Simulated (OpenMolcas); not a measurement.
# How methods differ on PH (SMILES [PH])

PH has 2 atoms, charge 0, and is taken as a triplet. SMILES: `[PH]`. Geometry: relaxed at GFN2-xTB.

| atom | x (Å) | y (Å) | z (Å) |
| --- | --- | --- | --- |
| P | 0.0000 | 0.0000 | 0.0000 |
| H | 0.0000 | 0.0000 | 1.3991 |

Each level gives the vertical energy of the singlet above the triplet (eV). The values are calculated.

```
                                 level                   kind     program  value (eV)  less FCI/6-31G*  CPU time (all runs)
      UHF/6-31G* (spherical functions)           Hartree–Fock  OpenMolcas        2.05            +0.82                3.3 s
   USVWN5/6-31G* (spherical functions)                    LDA  OpenMolcas        1.44            +0.21                6.2 s
     UPBE/6-31G* (spherical functions)                    GGA  OpenMolcas        1.58            +0.35                7.2 s
 U-r2SCAN/6-31G* (spherical functions)               meta-GGA  OpenMolcas        1.80            +0.57                 25 s
    UPBE0/6-31G* (spherical functions)          global hybrid  OpenMolcas        1.64            +0.41                7.3 s
ROCCSD(T)/6-31G* (spherical functions)  coupled cluster or CI  OpenMolcas        1.36            +0.13                4.6 s
                             FCI/3-21G     exact in the basis  OpenMolcas        1.35            +0.12                3.6 s
      FCI/6-31G* (spherical functions)     exact in the basis  OpenMolcas        1.23             0.00                 11 s
```

FCI/6-31G* (spherical functions) is exact within its basis and frozen core, so for wave-function methods in that basis the difference is their error; functionals converge differently with the basis, so for them it is only a difference. The values span 1.23 to 2.05 eV. High-level rows in very small sets aren't better than simpler rows in larger ones. CPU times are rough (shared hosts, several kinds of processor): they show what a rung costs within a factor of a few.
